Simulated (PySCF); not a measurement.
# A workflow on CH4N (methyl amino radical)

We compute a structure relaxation (UHF/pcseg-1), then vibrational wavenumbers, then the energy (UCCSD(T)/def2-mTZVPP), then the vertical excitations (TDA-SOGGA11-X/6-311++G(2d,2p)) of CH4N (methyl amino radical). 

The results are computed with PySCF 2.14.0.

**1. The molecule**

CH4N: 6 atoms, total charge 0, spin state doublet. SMILES: `C[NH]`. All atoms were displaced at random from a relaxed shape. The run starts from this shape.

Bond lengths: C1–N2 1.489 Å, C1–H3 1.143 Å, C1–H4 1.117 Å, C1–H5 1.006 Å, N2–H6 1.131 Å. Angles: C1–N2–H6 104.9°, N2–C1–H3 107.4°, N2–C1–H4 106.3°, N2–C1–H5 110.3°, H3–C1–H4 110.6°, H3–C1–H5 116.9°, H4–C1–H5 104.8°.

**2. A geometry optimisation at UHF/pcseg-1 (density fitting with cc-pvqz-jkfit) (run 1)**

File geometry.xyz:

```xyz
6
CH4N
C     -0.038691    -0.223898    -0.292353
N     -0.338280     0.436550     1.007727
H     -0.300410     0.518602    -1.121188
H     -0.698618    -1.123345    -0.347335
H      0.897420    -0.591290    -0.289392
H      0.351434     1.332212     1.043755
```

File calc.py:

```python
from pyscf import gto, scf
from pyscf.geomopt.geometric_solver import kernel as optimise

mol = gto.M(
    atom='geometry.xyz',
    basis='pcseg-1',
    max_memory=1860,
    verbose=3,
    spin=1,
)

mf = scf.UHF(mol)
mf = mf.density_fit(auxbasis='cc-pvqz-jkfit')
converged, mol_eq = optimise(mf, maxsteps=100, convergence_set='GAU_TIGHT')
print('converged:', converged)
print(mol_eq.tostring())

mf.reset(mol_eq)
mol = mol_eq
mf.kernel()
if not mf.converged:
    mf = mf.newton().run(mf.mo_coeff, mf.mo_occ)
energy = mf.e_tot
print('E = %.10f Eh' % energy)
```

The run is started by

```console
$ OMP_NUM_THREADS=1 python calc.py
```

The log of the run:

```text
convergence_set           GAU_TIGHT
[... 50 lines left out ...]
WARN: Mole.unit (angstrom) is changed to Bohr
[... 24 lines left out ...]
converged SCF energy = -94.569587283855  <S^2> = 0.75889823  2S+1 = 2.0088785
[... 68 lines left out ...]
converged SCF energy = -94.5700292722621  <S^2> = 0.75904111  2S+1 = 2.0090208
[... 58 lines left out ...]
Converged! =D
[... 1 line left out ...]
converged: True
C          -0.07989357       -0.21096765       -0.25566831
N          -0.31334561        0.46702509        0.99279438
H          -0.26746744        0.45124530       -1.10120865
H          -0.73176916       -1.07236381       -0.34017118
H           0.95403314       -0.54884489       -0.32967758
H           0.31129764        1.26273695        1.03514534

converged SCF energy = -94.5700293540672  <S^2> = 0.75903991  2S+1 = 2.0090196
E = -94.5700293541 Eh
```

Run time: 3.9 s. Hardware: 1 thread of Arm Neoverse V2, shared host; peak memory 0.17 GiB.

The path in brief:

```tsv
step	energy from the first frame kept (eV)	largest force (eV/Å)
0	0.0000	5.5304
1	-0.5534	0.9026
2	-0.5649	0.1857
3	-0.5654	0.0402
4	-0.5655	0.0063
5	-0.5655	0.0019
6	-0.5655	0.0005
```

After the run. Bond lengths: C1–N2 1.440 Å, C1–H3 1.090 Å, C1–H4 1.084 Å, C1–H5 1.090 Å, N2–H6 1.012 Å. Angles: C1–N2–H6 107.8°, N2–C1–H3 111.0°, N2–C1–H4 110.1°, N2–C1–H5 111.0°, H3–C1–H4 108.6°, H3–C1–H5 107.4°, H4–C1–H5 108.6°.

**3. Vibrational wavenumbers at UHF/pcseg-1 (density fitting with cc-pvqz-jkfit) (run 2)**

File mol.xyz:

```xyz
6
CH4N
C      0.089173    -0.347448    -0.591560
N     -0.144279     0.330545     0.656902
H     -0.098398     0.314763    -1.437099
H     -0.562702    -1.208844    -0.676063
H      1.123102    -0.685327    -0.665568
H      0.480365     1.126257     0.699253
```

File job.py:

```python
import numpy
from pyscf import gto, scf, symm
from pyscf.hessian import thermo

mol = gto.M(
    atom='mol.xyz',
    verbose=3,
    max_memory=1860,
    basis='pcseg-1',
    charge=0,
    spin=1,
)

mf = scf.UHF(mol)
mf = mf.density_fit(auxbasis='cc-pvqz-jkfit')
mf.kernel()
if not mf.converged:
    mf = mf.newton().run(mf.mo_coeff, mf.mo_occ)

e_final = mf.e_tot
print('E = %.10f Eh' % e_final)
hess = mf.Hessian().kernel()
modes = thermo.harmonic_analysis(mol, hess)
print('frequencies (1/cm)', numpy.round(modes['freq_wavenumber'], 1))
symm.geom.TOLERANCE = 1e-3  # for the symmetry number
th = thermo.thermo(mf, modes['freq_au'], 298.15, 101325)
thermo.dump_thermo(mol, th)
```

The run is started by

```console
$ OMP_NUM_THREADS=1 python job.py
```

The log of the run:

```text
converged SCF energy = -94.5700293540749  <S^2> = 0.75903992  2S+1 = 2.0090196
E = -94.5700293541 Eh
frequencies (1/cm) [ 278.9 1071.1 1076.8 1147.8 1441.4 1548.9 1611.2 1621.  3157.8 3217.7
 3288.9 3649.7]
temperature 298.1500 [K]
pressure 101325.00 [Pa]
Rotational constants [GHz] 127.22416 25.47474 24.41612
Symmetry number 1
Zero-point energy (ZPE) 0.05265 [Eh]   138235.154 [J/mol]
                           tot       elec      trans        rot        vib
Entropy [J/mol/K]       243.625      5.763    151.185     79.273      7.404
Cv [J/mol/K]             36.720      0.000     12.472     12.472     11.776
Cp [J/mol/K]             45.034      0.000     20.786     12.472     11.776
Internal energy [J/mol]                      3718.434   3718.434 139651.483
Internal energy [Eh]   -94.51401  -94.57003
Enthalpy [J/mol]                             6197.391   3718.434 139651.483
Enthalpy [Eh]          -94.51306
Gibbs free energy [J/mol]                  -38878.498 -19916.893 137444.110
Gibbs free energy [Eh] -94.54073
```

Wall time 10 s (1 thread of Arm Neoverse V2, shared host); peak memory 0.27 GiB.

**4. The energy at UCCSD(T)/def2-mTZVPP (run 3)**

File calc.py:

```python
from pyscf import gto, cc

mol = gto.Mole()
mol.atom = [
    ('C', (-0.079894, -0.210968, -0.255668)),
    ('N', (-0.313346, 0.467025, 0.992794)),
    ('H', (-0.267467, 0.451245, -1.101209)),
    ('H', (-0.731769, -1.072364, -0.340171)),
    ('H', (0.954033, -0.548845, -0.329678)),
    ('H', (0.311298, 1.262737, 1.035145)),
]
mol.charge = 0
mol.max_memory = 1860
mol.verbose = 4
mol.basis = 'def2-mtzvpp'
mol.spin = 1
mol.build()

hf = mol.UHF()
hf.kernel()
if not hf.converged:
    hf = hf.newton().run(hf.mo_coeff, hf.mo_occ)

mycc = cc.CCSD(hf, frozen=2)
mycc.kernel()
e_t = mycc.ccsd_t()
e_tot = mycc.e_tot + e_t
print('Final energy', e_tot)
hf.analyze()
```

The run is started by

```console
$ OMP_NUM_THREADS=1 python calc.py
```

The log of the run:

```text
PySCF version 2.14.0

[... 103 lines left out ...]
Init t2, MP2 energy = -0.306894529536803
[... 19 lines left out ...]
Total Energy =                         -94.629340203989813
[... 2 lines left out ...]
Two-electron Energy =                   68.315270456126100
[... 5 lines left out ...]
MO #1   energy= -15.5797886448285  | -15.5478616689794  occ= 1 | 1
[... 3 lines left out ...]
MO #63  energy= 32.8963481985655   | 32.9165943719441   occ= 0 | 0
[... 89 lines left out ...]
Dipole moment(X, Y, Z, Debye):  1.23520,  0.39783, -1.44011
```

Run time: 17 s. Hardware: 1 thread of Arm Neoverse V2, shared host; peak memory 0.74 GiB.

**5. The vertical excitations at TDA-SOGGA11-X/6-311++G(2d,2p) (density fitting with cc-pvdz-jkfit) (run 4)**

File calc.py:

```python
# C[NH]
from pyscf import gto, dft, tdscf

system = gto.M(
    atom='''
C     -0.079894    -0.210968    -0.255668
N     -0.313346     0.467025     0.992794
H     -0.267467     0.451245    -1.101209
H     -0.731769    -1.072364    -0.340171
H      0.954033    -0.548845    -0.329678
H      0.311298     1.262737     1.035145
''',
    spin=1,
    basis='6-311++g(2d,2p)',
    verbose=3,
    max_memory=1860,
)

mf = dft.UKS(system, xc='hyb_gga_x_sogga11_x,gga_c_sogga11_x')
mf = mf.density_fit(auxbasis='cc-pvdz-jkfit')
mf.max_cycle = 100
mf = mf.newton()
mf.kernel()

etot = mf.e_tot
print('E = %.10f Eh' % etot)

td = tdscf.TDA(mf)
td.nstates = 3
td.kernel()
td.analyze()
roots = td.e * 27.211386
osc = td.oscillator_strength()
print('state   eV      nm      f')
for i, (w, f) in enumerate(zip(roots, osc), 1):
    print('%3d %9.4f %8.1f %9.5f' % (i, w, 1239.842 / w, f))
```

The run is started by

```console
$ OMP_NUM_THREADS=1 python calc.py
```

The log of the run:

```text
WARN: HOMO -0.231319669797095 >= LUMO -0.231319669797102

converged SCF energy = -95.1972012566111  <S^2> = 0.75404184  2S+1 = 2.0040378
E = -95.1972012566 Eh
Excitation energies (eV)
[2.11291704 6.3359939  6.65473847]

** Excitation energies and oscillator strengths **
state   eV      nm      f
  1    2.1129    586.8   0.00121
  2    6.3360    195.7   0.00070
  3    6.6547    186.3   0.00010
```

It took 2.2 min on 1 thread of Arm Neoverse V2, shared host; peak memory 0.49 GiB.

The roots found:

```tsv
excited state	energy (eV)	strength
1	2.113	0.0012
2	6.336	0.0007
3	6.655	0.0001
```

**6. Outcome**

```
                                                                                               quantity             value
                                                            run 1, UHF/pcseg-1: total energy at the end      -94.57003 Eh
                                                                      run 1, UHF/pcseg-1: dipole moment            2.12 D
                                                 run 1, UHF/pcseg-1: HOMO energy (highest over α and β)         -11.35 eV
                                                  run 1, UHF/pcseg-1: LUMO energy (lowest over α and β)           3.77 eV
                                                                               run 1, UHF/pcseg-1: ⟨S²⟩             0.759
                                                         run 2, UHF/pcseg-1: lowest harmonic wavenumber          279 cm⁻¹
                                                        run 2, UHF/pcseg-1: highest harmonic wavenumber         3650 cm⁻¹
                                                                  run 2, UHF/pcseg-1: zero-point energy      138.2 kJ/mol
                          run 2, UHF/pcseg-1: ideal-gas entropy at 298.15 K (symmetry number 1 as used)  58.2 cal/(mol K)
                                                              run 3, UCCSD(T)/def2-mTZVPP: total energy      -94.97763 Eh
                                      run 3, UCCSD(T)/def2-mTZVPP: dipole moment (Hartree–Fock density)            1.94 D
                run 3, UCCSD(T)/def2-mTZVPP: HOMO energy (Hartree–Fock orbitals) (highest over α and β)         -11.34 eV
                 run 3, UCCSD(T)/def2-mTZVPP: LUMO energy (Hartree–Fock orbitals) (lowest over α and β)           3.46 eV
                               run 3, UCCSD(T)/def2-mTZVPP: correlation energy (2 core orbitals frozen)        -348.3 mEh
                                                            run 3, UCCSD(T)/def2-mTZVPP: (T) correction        -10.10 mEh
                                         run 3, UCCSD(T)/def2-mTZVPP: ⟨S²⟩ of the reference determinant             0.761
                                                             run 3, UCCSD(T)/def2-mTZVPP: T1 diagnostic             0.013
                                run 4, TDA-SOGGA11-X/6-311++G(2d,2p): ground-state or mean-field energy      -95.19720 Eh
                      run 4, TDA-SOGGA11-X/6-311++G(2d,2p): dipole moment (SOGGA11-X Kohn–Sham density)            2.03 D
run 4, TDA-SOGGA11-X/6-311++G(2d,2p): HOMO energy (SOGGA11-X Kohn–Sham orbitals) (highest over α and β)          -8.70 eV
 run 4, TDA-SOGGA11-X/6-311++G(2d,2p): LUMO energy (SOGGA11-X Kohn–Sham orbitals) (lowest over α and β)          -1.84 eV
                                run 4, TDA-SOGGA11-X/6-311++G(2d,2p): ⟨S²⟩ of the reference determinant             0.754
                                         run 4, TDA-SOGGA11-X/6-311++G(2d,2p): lowest excitation energy           2.11 eV
```

**Reading.** The optimisation (run 1, UHF/pcseg-1) took 6 steps and changed the energy by -0.565 eV. All 12 modes (run 2, UHF/pcseg-1) are real, so the shape is a minimum at this level. Mulliken charges (run 3, UCCSD(T)/def2-mTZVPP) of the mean-field density run from -0.37 on N2 to +0.27 on H6; they depend strongly on the basis. The triples (run 3, UCCSD(T)/def2-mTZVPP) make up 2.9 % of the correlation energy.
